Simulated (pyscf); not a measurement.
**Four-centre exchange: F–GeH₃ (SMILES [F][GeH3]) + H₂O (SMILES O) → HO–GeH₂–F (SMILES [OH][GeH2][F]) + H₂ (SMILES [H][H])**

Gas phase, singlet surface, charge 0. Bonds broken: Ge1–H3, O6–H7. Bonds formed: Ge1–O6, H3–H7. Single points on ωB97X-D3(BJ)/def2-SVP structures (PySCF, gas phase).

Transition state (Å):

```xyz
8

Ge    -0.5318    -0.5409     0.0318
F     -0.3637     0.8574     1.1026
H     -0.1014    -1.6225    -1.4621
H     -2.0044    -0.4821    -0.3542
H      0.0720    -1.6176     0.9322
O      0.6349     0.3537    -1.2602
H      0.5270    -0.7306    -1.6511
H      1.4724     0.7296    -0.9473
```

One imaginary mode, 1392i cm⁻¹; descent along it reached the two sides named, in the forms told below.

```
bond    change  reactant side (Å)  saddle  product side
------  ------  -----------------  ------  ------------
Ge1–H3  breaks              1.529   1.894           4.2
O6–H7   breaks              0.965   1.158         2.497
Ge1–O6   forms                3.0   1.957         1.767
H3–H7    forms                3.0   1.107         0.761
```

Electronic energies relative to the separated reactants (kcal/mol):

```csv
level,barrier,reaction energy,reverse barrier
ωB97X-D3(BJ)/def2-TZVP,36.4,-6.9,43.3
PBE/def2-TZVP,31.3,-5.8,37.2
r²SCAN/def2-TZVP,32.4,-7.7,40.0
B3LYP-D3(BJ)/def2-TZVP,36.1,-6.4,42.5
PBE0-D3(BJ)/def2-TZVP,34.1,-5.2,39.3
M06-2X/def2-TZVP,34.0,-10.8,44.8
ωB97M-D3(BJ)/def2-TZVP,36.7,-5.7,42.4
HF/def2-TZVP,52.8,-4.7,57.6
```

With ωB97M-D3(BJ)/def2-TZVP energies and thermal terms (ideal gas, 1 atm, RRHO with modes under 100 cm⁻¹ raised to 100, one conformer, R ln 2 for chiral ones without a mode under 150 cm⁻¹), in kcal/mol:

```tsv
T (K)	ΔH‡	ΔG‡	ΔH	ΔG
298	34.6	44.4	-8.4	-7.5
600	34.8	54.2	-7.3	-6.9
900	35.5	63.8	-6.4	-6.9
1200	36.4	73.1	-5.6	-7.3
```

On the reactant side the descent ends in a complex, 5.2 kcal/mol under the separated species and 41.6 kcal/mol under the saddle at ωB97X-D3(BJ)/def2-TZVP. The same reactants have a lower exit, to HO–GeH₃ + HF (barrier +19.7 kcal/mol at ωB97M-D3(BJ)/def2-TZVP, against +36.7 kcal/mol here). One saddle was located; it need not be the lowest between these sides. Elements up to Kr have no core potential and no relativistic terms here.
